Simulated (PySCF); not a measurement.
**Structure from 2D NMR**

Compound of formula C$_{3}$H$_{4}$. Correlations simulated from computed shifts and couplings:

HSQC (one-bond C–H):
| δH | δC | ¹J(C,H) (Hz) |
| --- | --- | --- |
| 4.89 | 77.4 | 175 |

HMBC (two and three bonds, |J| ≥ 2.5 Hz):
| δH | δC [abs. J in Hz] |
| --- | --- |
| 4.89 | 224.9 [3.6], 77.4 [7.9] |

Carbons without hydrogens: δ 224.9.

PySCF 2.14.0 with density-fitted response routines calculation with coordinates at the GFN2-xTB level, couplings computed with B3LYP/pcJ-1 and PBE0/pcSseg-1 with gauge-including orbitals; one averaged value for each set of equivalent atoms, no solvent model, non-relativistic, one computed conformer.

Referencing at the same level of theory: ¹H and ¹³C vs TMS.

Exchangeable hydrogens are left out of these lists, and C,H couplings along chains are those of one rotamer, so weak HMBC peaks may be missing or extra.

**Question.** Assemble the structure.

**Answer.** allene (C=C=C).

Atom-mapped SMILES (the numbers label the heavy atoms): `[CH2:1]=[C:2]=[CH2:3]`. Each H is labelled by its parent atom.

δC 224.9 is C2, a central carbon of an allene. δC 77.4 is C1/C3, a terminal carbon of a cumulated C=C=C unit (δH 4.89). HMBC from δH 4.89 reaches the proton-free carbon C2.

Shifts are as computed. Against solution values, carbons near 30 ppm lie about +3 ppm off and those near 130 ppm about +5 ppm. Of 1211 compounds with measured shifts, 218 miss one by over three times the rms of a fit or turn the order of signals round; such compounds aren't used in these exercises.
